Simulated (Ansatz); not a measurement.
in.yaml

```yaml
crystal:
  periodic: [false, false, false]
  atoms:
    - {symbol: O, position_ang: [0.000000, -0.145286, 0.104329]}
    - {symbol: H, position_ang: [0.000000, 1.867738, -2.521926]}
    - {symbol: H, position_ang: [0.000000, 0.438442, 0.865879]}
basis:
  gaussian: {orbitals: cc-pVDZ}
magnetization: {spin_polarized: false}
correlation: {method: ccsd_t, electrons: outside_noble_gas}
```

```sh
$ ansatz run in.yaml --threads 1 --pin off --events-out ev --progress --plain --max-ram 2816MiB --backend cpu
```

Log:

```
219 factors; integrals over basis functions are off by at most 5.9e-4 eV
mean field evaluation 1: about -2050.6571 eV, gradient 4.7e1 eV
mean field evaluation 2: about -2050.6574 eV, gradient 4.7e1 eV
mean field evaluation 4: about -2053.7487 eV, gradient 2.1e1 eV
mean field evaluation 8: about -2053.7487 eV, gradient 2.1e1 eV
mean field evaluation 16: about -2058.7249 eV, gradient 1.7e-6 eV
mean field evaluation 32: about -2058.7089 eV, gradient 1.7e0 eV
mean field evaluation 64: about -2058.7062 eV, gradient 5.8e-1 eV
mean field evaluation 96: about -2057.5647 eV, gradient 1.0e0 eV
mean field evaluation 128: about -2053.0118 eV, gradient 7.8e0 eV
mean field evaluation 160: about -2053.1480 eV, gradient 6.7e-4 eV
mean field -2058.72489772 eV, -75.6567445373 hartree, gradient 1.7e-6 eV, S^2 0.000000; 8 other end points of the search recorded, 0 dependent functions left out; unrestricted orbitals would lower it
determinant -2058.72489772 eV, -75.6567445373 hartree, with singles and doubles -2067.90796890 eV, -75.9942161786 hartree
determinant -2057.56513682 eV, -75.6141241105 hartree, with singles and doubles -2067.41332591 eV, -75.9760383841 hartree
determinant -2058.72489772 eV, -75.6567445373 hartree, with singles and doubles -2069.01725535 eV, -76.0349817040 hartree
determinant -2057.56513682 eV, -75.6141241105 hartree, with singles and doubles -2068.95424750 eV, -76.0326662079 hartree
...
cycle  10  -10.29935088 eV  change   -6.0e-2 eV  update   3.0e-3
cycle  11  -10.29118800 eV  change    8.2e-3 eV  update   7.5e-4
cycle  12  -10.29232280 eV  change   -1.1e-3 eV  update   3.4e-4
cycle  13  -10.29285875 eV  change   -5.4e-4 eV  update   1.2e-4
cycle  14  -10.29181062 eV  change    1.0e-3 eV  update   4.3e-5
cycle  15  -10.29235122 eV  change   -5.4e-4 eV  update   3.3e-5
cycle  16  -10.29236006 eV  change   -8.8e-6 eV  update   4.7e-6
cycle  17  -10.29235533 eV  change    4.7e-6 eV  update   1.7e-6
cycle  18  -10.29235268 eV  change    2.6e-6 eV  update   7.5e-7
cycle  19  -10.29234854 eV  change    4.1e-6 eV  update   5.0e-7
perturbative correction -1.02159711 eV, -0.0375430013 hartree
WARN: the results are in doubt because among natural orbitals full CI differs from the method by +0.126 eV
Total energy: -2070.03884337 eV, -76.0725243713 hartree
In doubt: among natural orbitals full CI differs from the method by +0.126 eV
```

For the same geometry and basis full CI lies 362.6 meV higher.

Ran on 1 thread of AMD EPYC 7R13, shared host: 0.79 s wall, 0.13 GiB peak host memory.
